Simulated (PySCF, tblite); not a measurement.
# CHF4 radical, a radical with neighbours: interaction energy, infrared bands and EPR parameters, part 1 of 2

What interaction energy, infrared bands and EPR parameters should one expect for `F[C](F)F` with `F`?

Programs: tblite 0.8.0 and PySCF 2.14.0. All values are calculated, for the isolated system unless a continuum is named. Atoms count from 0, parts from 1.

### Step 1. Starting point

6 atoms, charge 0, multiplicity 2; geometry: rigid parts in contact. Parts: 1 = atoms 0–3, `F[C](F)F`, charge 0; 2 = atoms 4–5, `F`, charge 0.

### Step 2. Search for minima with GFN2-xTB

The job: settings as JSON, then the geometry in Å.

```
{"job": {"kind": "dock", "xc": "GFN2-xTB", "basis": "xTB"}, "charge": 0, "multiplicity": 2, "parts": [{"atoms": "0-3", "charge": 0, "multiplicity": 2}, {"atoms": "4-5", "charge": 0, "multiplicity": 1}]}
F     -0.697510    -1.054436    -0.101223
C     -0.000412    -0.001499     0.283436
F     -0.564681     1.132243    -0.089130
F      1.262603    -0.076308    -0.093084
F      2.917174     1.917171    -1.636328
H      2.702694     1.222600    -1.052330
```

Method: GFN2-xTB search for minima from random contacts, gas phase.

The run is started by

```bash
> OMP_NUM_THREADS=1 python cluster_run.py task.json out
```

This one command runs all jobs of the session in turn.

The log of the run:

```text
step      E/eV     max force
  0    -584.35728    0.429
  1    -584.35921    0.078
  2    -584.35937    0.067
  3    -584.35988    0.046
  4    -584.35994    0.049
  5    -584.36061    0.102
  6    -584.36234    0.147
  7    -584.35926    0.701
  8    -584.36448    0.181
  9    -584.36556    0.090
 10    -584.36338    0.538
 11    -584.36628    0.046
 12    -584.36652    0.036
 13    -584.36673    0.119
 14    -584.36682    0.084
 15    -584.36698    0.015
 16    -584.36701    0.018
 17    -584.36706    0.016
 18    -584.36709    0.020
 19    -584.36711    0.026
 20    -584.36712    0.028
 21    -584.36716    0.030
 22    -584.36725    0.043
 23    -584.36748    0.068
 24    -584.36787    0.092
 25    -584.36844    0.105
 26    -584.36990    0.113
 27    -584.37049    0.042
 28    -584.36979    0.351
 29    -584.37083    0.057
 30    -584.37100    0.040
 31    -584.37093    0.284
 32    -584.37146    0.048
 33    -584.37163    0.033
 34    -584.37042    0.414
 35    -584.37183    0.021
 36    -584.37196    0.025
 37    -584.36671    0.744
 38    -584.37212    0.021
 39    -584.37223    0.020
 40    -584.36084    1.036
 41    -584.37236    0.027
 42    -584.37246    0.029
 43    -584.36150    1.016
 44    -584.37259    0.038
 45    -584.37270    0.039
 46    -584.36339    0.948
 47    -584.37284    0.041
 48    -584.37297    0.038
 49    -584.36350    0.950
 50    -584.37311    0.035
 51    -584.37325    0.029
 52    -584.36266    0.985
 53    -584.37340    0.024
 54    -584.37353    0.018
 55    -584.36154    1.024
 56    -584.37369    0.017
 57    -584.37382    0.016
 58    -584.36054    1.052
 59    -584.37398    0.019
 60    -584.37411    0.024
 61    -584.36736    0.790
 62    -584.37432    0.030
 63    -584.37447    0.039
 64    -584.37299    0.455
 65    -584.37474    0.055
 66    -584.37489    0.071
 67    -584.37496    0.218
 68    -584.37515    0.103
 69    -584.37523    0.101
 70    -584.37564    0.112
 71    -584.37595    0.021
 72    -584.37604    0.018
 73    -584.37608    0.034
 74    -584.37611    0.019
 75    -584.37614    0.017
 76    -584.37617    0.025
 77    -584.37625    0.018
 78    -584.37634    0.019
 79    -584.37638    0.025
 80    -584.37641    0.034
 81    -584.37645    0.034
 82    -584.37650    0.023
 83    -584.37657    0.022
 84    -584.37666    0.030
 85    -584.37683    0.057
 86    -584.37702    0.072
 87    -584.37729    0.037
 88    -584.37739    0.098
 89    -584.37738    0.058
 90    -584.37747    0.021
 91    -584.37747    0.026
 92    -584.37751    0.044
 93    -584.37752    0.034
 94    -584.37755    0.018
 95    -584.37756    0.017
 96    -584.37758    0.011

distinct minima (kcal/mol above the one taken): 0.00 -0.63
by PBE0-D3(BJ)/def2-SVP single points: 0.00 0.31
binding energy -1.667 kcal/mol
```

It took 4.3 s on 1 thread of Arm Neoverse V2, shared host.

Relaxation path: (the energy doesn't fall at every step)

```csv
step,energy from step 0 (eV),largest force (eV/Å)
0,0.0000,0.4287
4,-0.0027,0.0491
8,-0.0072,0.1807
12,-0.0092,0.0353
16,-0.0097,0.0178
20,-0.0098,0.0284
24,-0.0106,0.0923
28,-0.0125,0.3507
32,-0.0142,0.0478
36,-0.0147,0.0252
40,-0.0036,1.0363
44,-0.0153,0.0376
48,-0.0157,0.0376
52,-0.0054,0.9840
56,-0.0164,0.0178
60,-0.0168,0.0241
64,-0.0157,0.4543
68,-0.0179,0.1031
72,-0.0188,0.0188
76,-0.0189,0.0254
80,-0.0191,0.0340
84,-0.0194,0.0296
88,-0.0201,0.0981
92,-0.0202,0.0436
96,-0.0203,0.0103
```

Close pairs (by a distance rule), those that changed most:

```csv
bond,before (Å),after (Å),change (Å)
C1–F3,1.320,1.328,+0.008
C1–F2,1.320,1.316,-0.004
F0–C1,1.320,1.316,-0.004
F4–H5,0.932,0.933,+0.000
```

Contacts between the parts in the structure taken on (a selection, picked against the atoms' radii; other short pairs can be missing):

| atoms | distance (Å) | kind (by distance and angle) | angle (°) |
| --- | --- | --- | --- |
| H5···F3 | 2.14 | hydrogen bond | 171 |

Minima and a leading contact of each: 0.00 kcal/mol, H5···F3 2.14 Å (hydrogen bond); -0.63 kcal/mol, C1···F4 2.75 Å (inside the van der Waals sum).

### Step 3. Geometry optimisation at PBE0-D3(BJ)/def2-SVPD

The job: settings as JSON, then the geometry in Å.

```
{"job": {"xc": "PBE0", "basis": "def2-SVPD", "d3": "d3bj", "grid": 2, "kind": "geom", "shake": 0.01}, "charge": 0, "multiplicity": 2, "parts": [{"atoms": "0-3", "charge": 0, "multiplicity": 2}, {"atoms": "4-5", "charge": 0, "multiplicity": 1}]}
F     -0.414183    -1.208915    -0.095236
C     -0.087591     0.011366     0.309821
F     -1.100254     0.870625     0.295577
F      1.001389     0.477385    -0.362072
F      3.506663     1.691067    -1.580482
H      2.734885     1.266238    -1.279357
```

The log of the run:

```text
step   0  E = -437.28530863  max force = 0.028678
step   1  E = -437.28774710  max force = 0.008078
step   2  E = -437.28722751  max force = 0.016395
step   3  E = -437.28802493  max force = 0.002894
step   4  E = -437.28808246  max force = 0.000547
step   5  E = -437.28812676  max force = 0.001302
step   6  E = -437.28815447  max force = 0.001639
step   7  E = -437.28816132  max force = 0.000713
step   8  E = -437.28816392  max force = 0.000165
optimisation converged
```

Run time: 56 s. Hardware: 1 thread of Arm Neoverse V2, shared host; peak memory 0.51 GiB.

Step by step: (the energy doesn't fall at every step)

```
step  energy from step 0 (eV)  largest force component (eV/Å)
   0                   0.0000                          1.4747
   1                  -0.0664                          0.4154
   2                  -0.0522                          0.8431
   3                  -0.0739                          0.1488
   4                  -0.0755                          0.0281
   5                  -0.0767                          0.0670
   6                  -0.0774                          0.0843
   7                  -0.0776                          0.0367
   8                  -0.0777                          0.0085
```

Distances of close pairs at the start and the end, largest changes first:

```
 bond  before (Å)  after (Å)  change (Å)
C1–F3       1.362      1.324      -0.038
C1–F2       1.328      1.308      -0.021
F0–C1       1.327      1.308      -0.019
F4–H5       0.931      0.921      -0.010
```

The end geometry stands in the next job.

```
                         at the end point                 value
  point group (found at 0.08 Å tolerance)                    Cs
rotational constants (GHz, main isotopes)  10.762, 1.553, 1.374
                        dipole moment (D)                  2.40
                                     ⟨S²⟩                 0.752
```

Contacts at the end point (a selection, picked against the atoms' radii; other short pairs can be missing):

| atoms | distance (Å) | kind (by distance and angle) | angle (°) |
| --- | --- | --- | --- |
| H5···F3 | 2.11 | hydrogen bond | 179 |

Against the parts relaxed at this level the binding energy is -1.55 kcal/mol, without counterpoise.

### Step 4. Counterpoise and decomposition: wB97M-D3(BJ)/def2-TZVPD

The job: settings as JSON, then the geometry in Å.

```
{"job": {"kind": "inter", "xc": "wB97M-D3(BJ)", "basis": "def2-TZVPD", "pairs": false}, "charge": 0, "multiplicity": 2, "parts": [{"atoms": "0-3", "charge": 0, "multiplicity": 2}, {"atoms": "4-5", "charge": 0, "multiplicity": 1}]}
F     -0.372982    -1.168317    -0.098105
C     -0.059229     0.030954     0.318434
F     -1.082334     0.844619     0.286335
F      0.962133     0.521674    -0.365730
F      3.491150     1.633237    -1.616329
H      2.726284     1.284833    -1.239940
```

With the program's defaults for keys left out, this is: wB97M-D3(BJ)/def2-TZVPD interaction energy, counterpoise and uncorrected, gas phase.

The log of the run:

```text
part 1, own basis, geometry of the cluster
coarse grid: 21080 points
cycle   1  E = -337.6300652171  dE =  7.133e-01  |g| = 6.252e-01  |ddm| = 1.222e+00
cycle   2  E = -337.6296060925  dE =  4.591e-04  |g| = 7.090e-01  |ddm| = 7.062e-01
cycle   3  E = -337.7732927886  dE = -1.437e-01  |g| = 4.737e-02  |ddm| = 2.797e-01
cycle   4  E = -337.7742928230  dE = -1.000e-03  |g| = 1.460e-02  |ddm| = 5.735e-02
cycle   5  E = -337.7745441828  dE = -2.514e-04  |g| = 4.513e-03  |ddm| = 4.579e-02
cycle   6  E = -337.7745765166  dE = -3.233e-05  |g| = 3.057e-03  |ddm| = 1.694e-02
cycle   7  E = -337.7745824100  dE = -5.893e-06  |g| = 9.237e-04  |ddm| = 5.674e-03
final grid: 46024 points
cycle   8  E = -337.7745238047  dE = -5.710e-07  |g| = 8.467e-04  |ddm| = 1.519e-03
cycle   9  E = -337.7745238899  dE = -8.521e-08  |g| = 9.367e-04  |ddm| = 8.917e-04
cycle  10  E = -337.7745241304  dE = -2.405e-07  |g| = 1.168e-04  |ddm| = 3.769e-04
cycle  11  E = -337.7745241586  dE = -2.820e-08  |g| = 2.297e-05  |ddm| = 4.877e-04
cycle  12  E = -337.7745241589  dE = -3.183e-10  |g| = 7.757e-06  |ddm| = 3.674e-05
converged SCF energy = -337.7745241589

part 2, own basis, geometry of the cluster
coarse grid: 7776 points
cycle   1  E = -100.4688228604  dE = -9.465e-02  |g| = 4.645e-01  |ddm| = 6.194e-01
cycle   2  E = -100.4724762056  dE = -3.653e-03  |g| = 5.042e-01  |ddm| = 3.810e-01
cycle   3  E = -100.5053539395  dE = -3.288e-02  |g| = 2.575e-02  |ddm| = 1.679e-01
cycle   4  E = -100.5054299710  dE = -7.603e-05  |g| = 5.014e-03  |ddm| = 1.077e-02
cycle   5  E = -100.5054346239  dE = -4.653e-06  |g| = 4.342e-04  |ddm| = 3.769e-03
final grid: 16976 points
cycle   6  E = -100.5053973184  dE = -6.554e-08  |g| = 9.587e-05  |ddm| = 8.503e-04
cycle   7  E = -100.5053973219  dE = -3.556e-09  |g| = 6.041e-05  |ddm| = 2.158e-04
cycle   8  E = -100.5053973224  dE = -4.907e-10  |g| = 2.473e-05  |ddm| = 3.770e-05
converged SCF energy = -100.5053973224

part 1, own basis, relaxed alone
coarse grid: 21080 points
cycle   1  E = -337.6302829692  dE =  7.137e-01  |g| = 6.249e-01  |ddm| = 1.224e+00
cycle   2  E = -337.6300461400  dE =  2.368e-04  |g| = 7.081e-01  |ddm| = 7.069e-01
cycle   3  E = -337.7733591534  dE = -1.433e-01  |g| = 4.730e-02  |ddm| = 2.794e-01
cycle   4  E = -337.7743593590  dE = -1.000e-03  |g| = 1.446e-02  |ddm| = 5.755e-02
cycle   5  E = -337.7746118372  dE = -2.525e-04  |g| = 4.022e-03  |ddm| = 4.615e-02
cycle   6  E = -337.7746467884  dE = -3.495e-05  |g| = 1.216e-03  |ddm| = 1.922e-02
cycle   7  E = -337.7746495955  dE = -2.807e-06  |g| = 3.009e-04  |ddm| = 5.289e-03
final grid: 46024 points
cycle   8  E = -337.7746342818  dE = -1.113e-07  |g| = 1.373e-04  |ddm| = 5.934e-04
cycle   9  E = -337.7746343014  dE = -1.962e-08  |g| = 7.370e-05  |ddm| = 1.877e-04
cycle  10  E = -337.7746343058  dE = -4.422e-09  |g| = 5.353e-05  |ddm| = 8.822e-05
cycle  11  E = -337.7746343079  dE = -2.093e-09  |g| = 1.481e-05  |ddm| = 7.881e-05
cycle  12  E = -337.7746343080  dE = -1.446e-10  |g| = 2.586e-06  |ddm| = 2.387e-05
converged SCF energy = -337.7746343080

part 2, own basis, relaxed alone
coarse grid: 7776 points
cycle   1  E = -100.4688224833  dE = -9.408e-02  |g| = 4.644e-01  |ddm| = 6.197e-01
cycle   2  E = -100.4725035674  dE = -3.681e-03  |g| = 5.038e-01  |ddm| = 3.808e-01
cycle   3  E = -100.5053175551  dE = -3.281e-02  |g| = 2.574e-02  |ddm| = 1.678e-01
cycle   4  E = -100.5053935325  dE = -7.598e-05  |g| = 5.006e-03  |ddm| = 1.077e-02
cycle   5  E = -100.5053981736  dE = -4.641e-06  |g| = 4.334e-04  |ddm| = 3.766e-03
final grid: 16976 points
cycle   6  E = -100.5053933475  dE = -6.422e-08  |g| = 1.042e-04  |ddm| = 8.214e-04
cycle   7  E = -100.5053933510  dE = -3.458e-09  |g| = 7.763e-05  |ddm| = 2.168e-04
cycle   8  E = -100.5053933518  dE = -7.904e-10  |g| = 2.114e-05  |ddm| = 3.714e-05
converged SCF energy = -100.5053933518

cluster
final grid: 63000 points
cycle   1  E = -438.2807577640  dE = -1.260e-03  |g| = 1.578e-02  |ddm| = 2.445e-01
cycle   2  E = -438.2808054515  dE = -4.769e-05  |g| = 1.549e-02  |ddm| = 3.220e-02
cycle   3  E = -438.2808703206  dE = -6.487e-05  |g| = 1.985e-03  |ddm| = 6.440e-03
cycle   4  E = -438.2808727675  dE = -2.447e-06  |g| = 5.793e-04  |ddm| = 3.092e-03
cycle   5  E = -438.2808730648  dE = -2.973e-07  |g| = 2.323e-04  |ddm| = 1.194e-03
cycle   6  E = -438.2808730961  dE = -3.129e-08  |g| = 1.068e-04  |ddm| = 2.958e-04
cycle   7  E = -438.2808731048  dE = -8.727e-09  |g| = 3.279e-05  |ddm| = 1.946e-04
cycle   8  E = -438.2808731060  dE = -1.193e-09  |g| = 5.595e-06  |ddm| = 8.435e-05
cycle   9  E = -438.2808731061  dE = -4.820e-11  |g| = 1.501e-06  |ddm| = 1.573e-05
converged SCF energy = -438.2808731061

part 1 in the basis of the cluster
final grid: 63000 points
cycle   1  E = -337.7745607306  dE = -3.715e-05  |g| = 6.328e-04  |ddm| = 1.840e-01
cycle   2  E = -337.7745610544  dE = -3.237e-07  |g| = 7.393e-05  |ddm| = 2.082e-02
cycle   3  E = -337.7745610599  dE = -5.582e-09  |g| = 1.716e-05  |ddm| = 2.804e-03
cycle   4  E = -337.7745610600  dE = -7.378e-11  |g| = 9.569e-06  |ddm| = 6.177e-05
converged SCF energy = -337.7745610600

part 2 in the basis of the cluster
final grid: 63000 points
cycle   1  E = -100.5054332179  dE = -3.952e-05  |g| = 9.978e-04  |ddm| = 9.718e-02
cycle   2  E = -100.5054335906  dE = -3.727e-07  |g| = 1.533e-04  |ddm| = 7.353e-03
cycle   3  E = -100.5054335988  dE = -8.152e-09  |g| = 1.064e-04  |ddm| = 9.756e-04
cycle   4  E = -100.5054336002  dE = -1.456e-09  |g| = 1.061e-05  |ddm| = 5.247e-05
cycle   5  E = -100.5054336003  dE = -2.913e-11  |g| = 1.029e-06  |ddm| = 3.046e-05
converged SCF energy = -100.5054336003

Interaction energy (kcal/mol)
  counterpoise       -0.895
  uncorrected        -0.943
  dispersion part    -0.343
  deformation         0.067
  binding            -0.828

Decomposition of the uncorrected value (kcal/mol)
  electrostatic      -0.834
  Pauli               1.097
  orbital            -0.863
  dispersion         -0.343

Charge of each part in the cluster: 0.006 -0.006
```

It took 61 s on 1 thread of Arm Neoverse V2, shared host; peak memory 0.62 GiB.

Contacts at this geometry (a selection, picked against the atoms' radii; other short pairs can be missing):

```
  atoms  distance (Å)  kind (by distance and angle)  angle (°)
H5···F3          2.11                 hydrogen bond        179
```

The decomposition goes in steps from the parts' own densities: electrostatics between them unchanged, then the rise on making their orbitals orthogonal (called Pauli here; it holds the exchange-correlation between the parts too, so it can be small or negative at long range), then orbital relaxation, then the dispersion term. Charges of the parts share the cluster's density out in proportion to the parts' own densities.

The SCF energies in the log hold no dispersion term; the tabulated energies do.

The parts:

```csv
part,SMILES,deformation (kcal/mol),HOMO alone (eV),charge in the cluster (e)
1,F[C](F)F,0.07,-10.14,0.006
2,F,0.00,-14.54,-0.006
```

### Step 5. Interaction energy: PBE0-D3(BJ)/def2-TZVPD

The job: settings as JSON, then the geometry in Å.

```
{"job": {"kind": "inter", "xc": "PBE0", "basis": "def2-TZVPD", "disp": "d3bj"}, "charge": 0, "multiplicity": 2, "parts": [{"atoms": "0-3", "charge": 0, "multiplicity": 2}, {"atoms": "4-5", "charge": 0, "multiplicity": 1}]}
F     -0.372982    -1.168317    -0.098105
C     -0.059229     0.030954     0.318434
F     -1.082334     0.844619     0.286335
F      0.962133     0.521674    -0.365730
F      3.491150     1.633237    -1.616329
H      2.726284     1.284833    -1.239940
```

Method: PBE0-D3(BJ)/def2-TZVPD interaction energy, counterpoise and uncorrected, gas phase.

The log of the run:

```text
part 1, own basis, geometry of the cluster
coarse grid: 4344 points
cycle   1  E = -337.2782678543  dE =  6.915e-01  |g| = 5.669e-01  |ddm| = 1.184e+00
cycle   2  E = -337.1604794109  dE =  1.178e-01  |g| = 8.670e-01  |ddm| = 7.006e-01
cycle   3  E = -337.3854065654  dE = -2.249e-01  |g| = 3.731e-02  |ddm| = 3.572e-01
cycle   4  E = -337.3858895087  dE = -4.829e-04  |g| = 1.651e-02  |ddm| = 3.953e-02
cycle   5  E = -337.3859991328  dE = -1.096e-04  |g| = 5.678e-03  |ddm| = 1.915e-02
cycle   6  E = -337.3860094735  dE = -1.034e-05  |g| = 3.117e-03  |ddm| = 4.680e-03
cycle   7  E = -337.3860132952  dE = -3.822e-06  |g| = 5.682e-04  |ddm| = 2.540e-03
final grid: 46024 points
cycle   8  E = -337.3947360551  dE = -4.949e-05  |g| = 1.200e-03  |ddm| = 3.069e-02
cycle   9  E = -337.3947360709  dE = -1.578e-08  |g| = 1.208e-03  |ddm| = 1.438e-03
cycle  10  E = -337.3947365139  dE = -4.430e-07  |g| = 2.831e-04  |ddm| = 6.341e-04
cycle  11  E = -337.3947365365  dE = -2.261e-08  |g| = 7.782e-05  |ddm| = 1.367e-04
cycle  12  E = -337.3947365388  dE = -2.321e-09  |g| = 2.016e-05  |ddm| = 5.117e-05
cycle  13  E = -337.3947365390  dE = -2.207e-10  |g| = 1.695e-05  |ddm| = 2.571e-05
converged SCF energy = -337.3947365390

part 2, own basis, geometry of the cluster
coarse grid: 1712 points
cycle   1  E = -100.3536266239  dE = -3.658e-02  |g| = 4.956e-01  |ddm| = 6.251e-01
cycle   2  E = -100.3140276490  dE =  3.960e-02  |g| = 7.432e-01  |ddm| = 5.127e-01
cycle   3  E = -100.3933498312  dE = -7.932e-02  |g| = 2.287e-02  |ddm| = 2.893e-01
cycle   4  E = -100.3934256179  dE = -7.579e-05  |g| = 4.212e-03  |ddm| = 9.799e-03
cycle   5  E = -100.3934276100  dE = -1.992e-06  |g| = 3.549e-04  |ddm| = 1.251e-03
final grid: 16976 points
cycle   6  E = -100.3948399118  dE = -1.875e-05  |g| = 3.702e-03  |ddm| = 7.179e-03
cycle   7  E = -100.3948382825  dE =  1.629e-06  |g| = 5.073e-03  |ddm| = 3.109e-03
cycle   8  E = -100.3948417636  dE = -3.481e-06  |g| = 1.016e-04  |ddm| = 1.861e-03
cycle   9  E = -100.3948417650  dE = -1.358e-09  |g| = 1.769e-05  |ddm| = 4.023e-05
cycle  10  E = -100.3948417651  dE = -4.697e-11  |g| = 2.970e-06  |ddm| = 1.005e-05
converged SCF energy = -100.3948417651

part 1, own basis, relaxed alone
coarse grid: 4344 points
cycle   1  E = -337.2795268321  dE =  6.918e-01  |g| = 5.668e-01  |ddm| = 1.185e+00
cycle   2  E = -337.1622342419  dE =  1.173e-01  |g| = 8.661e-01  |ddm| = 7.006e-01
cycle   3  E = -337.3865895275  dE = -2.244e-01  |g| = 3.685e-02  |ddm| = 3.569e-01
cycle   4  E = -337.3870733877  dE = -4.839e-04  |g| = 1.530e-02  |ddm| = 3.925e-02
cycle   5  E = -337.3871795002  dE = -1.061e-04  |g| = 2.473e-03  |ddm| = 1.896e-02
cycle   6  E = -337.3871855253  dE = -6.025e-06  |g| = 8.770e-04  |ddm| = 4.676e-03
final grid: 46024 points
cycle   7  E = -337.3948563220  dE = -4.774e-05  |g| = 1.046e-03  |ddm| = 3.073e-02
cycle   8  E = -337.3948565491  dE = -2.271e-07  |g| = 7.166e-04  |ddm| = 1.287e-03
cycle   9  E = -337.3948566941  dE = -1.450e-07  |g| = 3.412e-04  |ddm| = 4.800e-04
cycle  10  E = -337.3948567286  dE = -3.443e-08  |g| = 1.093e-04  |ddm| = 1.793e-04
cycle  11  E = -337.3948567331  dE = -4.522e-09  |g| = 2.641e-05  |ddm| = 7.079e-05
cycle  12  E = -337.3948567335  dE = -4.510e-10  |g| = 2.109e-05  |ddm| = 3.674e-05
converged SCF energy = -337.3948567335

part 2, own basis, relaxed alone
coarse grid: 1712 points
cycle   1  E = -100.3540448845  dE = -3.605e-02  |g| = 4.957e-01  |ddm| = 6.253e-01
cycle   2  E = -100.3145291108  dE =  3.952e-02  |g| = 7.429e-01  |ddm| = 5.125e-01
cycle   3  E = -100.3937650388  dE = -7.924e-02  |g| = 2.284e-02  |ddm| = 2.892e-01
cycle   4  E = -100.3938406076  dE = -7.557e-05  |g| = 4.204e-03  |ddm| = 9.787e-03
cycle   5  E = -100.3938425911  dE = -1.983e-06  |g| = 3.553e-04  |ddm| = 1.247e-03
final grid: 16976 points
cycle   6  E = -100.3948394881  dE = -1.850e-05  |g| = 3.966e-03  |ddm| = 7.443e-03
cycle   7  E = -100.3948375972  dE =  1.891e-06  |g| = 5.451e-03  |ddm| = 3.327e-03
cycle   8  E = -100.3948416159  dE = -4.019e-06  |g| = 1.002e-04  |ddm| = 1.996e-03
cycle   9  E = -100.3948416172  dE = -1.302e-09  |g| = 1.787e-05  |ddm| = 3.957e-05
cycle  10  E = -100.3948416172  dE = -4.869e-11  |g| = 3.044e-06  |ddm| = 1.028e-05
converged SCF energy = -100.3948416172

cluster
final grid: 63000 points
cycle   1  E = -437.7908203368  dE = -1.305e-03  |g| = 2.083e-02  |ddm| = 2.799e-01
cycle   2  E = -437.7906901018  dE =  1.302e-04  |g| = 3.116e-02  |ddm| = 2.825e-02
cycle   3  E = -437.7909714558  dE = -2.814e-04  |g| = 2.132e-03  |ddm| = 1.282e-02
cycle   4  E = -437.7909727103  dE = -1.255e-06  |g| = 5.433e-04  |ddm| = 1.304e-03
cycle   5  E = -437.7909728093  dE = -9.898e-08  |g| = 3.469e-04  |ddm| = 5.635e-04
cycle   6  E = -437.7909728478  dE = -3.856e-08  |g| = 1.066e-04  |ddm| = 1.875e-04
cycle   7  E = -437.7909728518  dE = -3.979e-09  |g| = 2.254e-05  |ddm| = 6.776e-05
cycle   8  E = -437.7909728521  dE = -3.513e-10  |g| = 5.072e-06  |ddm| = 3.208e-05
converged SCF energy = -437.7909728521

part 1 in the basis of the cluster
final grid: 63000 points
cycle   1  E = -337.3947839432  dE = -4.738e-05  |g| = 2.380e-04  |ddm| = 2.132e-01
cycle   2  E = -337.3947839796  dE = -3.639e-08  |g| = 3.847e-05  |ddm| = 7.499e-03
cycle   3  E = -337.3947839792  dE =  3.968e-10  |g| = 5.543e-05  |ddm| = 2.959e-04
cycle   4  E = -337.3947839801  dE = -8.571e-10  |g| = 2.066e-06  |ddm| = 2.613e-05
converged SCF energy = -337.3947839801

part 2 in the basis of the cluster
final grid: 63000 points
cycle   1  E = -100.3948819365  dE = -4.348e-05  |g| = 3.746e-04  |ddm| = 1.279e-01
cycle   2  E = -100.3948819817  dE = -4.512e-08  |g| = 6.946e-05  |ddm| = 3.464e-03
cycle   3  E = -100.3948819815  dE =  2.026e-10  |g| = 8.373e-05  |ddm| = 1.630e-04
cycle   4  E = -100.3948819824  dE = -9.524e-10  |g| = 6.891e-06  |ddm| = 3.412e-05
converged SCF energy = -100.3948819824

Interaction energy (kcal/mol)
  counterpoise       -1.050
  uncorrected        -1.107
  dispersion part    -0.230
  deformation         0.075
  binding            -0.975

Decomposition of the uncorrected value (kcal/mol)
  electrostatic      -0.831
  Pauli               0.868
  orbital            -0.915
  dispersion         -0.230

Charge of each part in the cluster: 0.006 -0.006
```

It took 25 s on 1 thread of Arm Neoverse V2, shared host; peak memory 0.62 GiB.

In short: -1.05 kcal/mol with counterpoise, basis-set superposition error 0.06.

(Continued in part 2 of 2.)
